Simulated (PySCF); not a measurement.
# Excitation energies in several basis sets

Compound: pyranone, C5H4O2.
SMILES: `O=c1ccocc1`

TDDFT with PBE0 (PySCF), vertical singlets, core orbitals frozen in the response, spherical d and f functions. Isolated species at its PBE0-D3(BJ)/def2-SVP geometry, gas phase.

Q: Compare 6-31G*, def2-SVP, 6-31+G*, def2-SVPD, aug-cc-pVDZ and def2-TZVP for this molecule.

A: 

```
      basis  functions  diffuse  S1 (eV)  S2 (eV)  S3 (eV)  S4 (eV)  S5 (eV)  LUMO (eV)  α (au)
     6-31G*        106       no     4.05     5.03     5.69     5.87     6.70      -0.83    51.2
   def2-SVP        118       no     4.02     4.93     5.62     5.87     6.71      -1.05    53.1
    6-31+G*        134      yes     4.08     5.04     5.61     5.73     6.51      -1.23    60.9
  def2-SVPD        178      yes     4.03     5.00     5.60     5.69     6.53      -1.33    63.2
aug-cc-pVDZ        197      yes     4.03     4.96     5.54     5.65     6.20      -1.27    64.5
  def2-TZVP        241       no     4.04     4.97     5.56     5.73     6.55      -1.19    60.6
```

States are compared by their number. Against the largest diffuse basis here (aug-cc-pVDZ, itself not a converged limit), sets without diffuse functions differ by up to 0.02 eV in S1 and 0.51 eV in S5; the smaller diffuse sets differ by up to 0.05 and 0.33 eV. State by state, the largest deviation of a set without diffuse functions is S1 0.02, S2 0.07, S3 0.14, S4 0.22, S5 0.51 eV. The same number needn't mean the same state in each row. Against aug-cc-pVDZ the polarisability deviates by -21% in 6-31G*, -18% in def2-SVP, -6% in 6-31+G*, -2% in def2-SVPD, -6% in def2-TZVP. A single + in a Pople set puts diffuse functions on heavy atoms only.
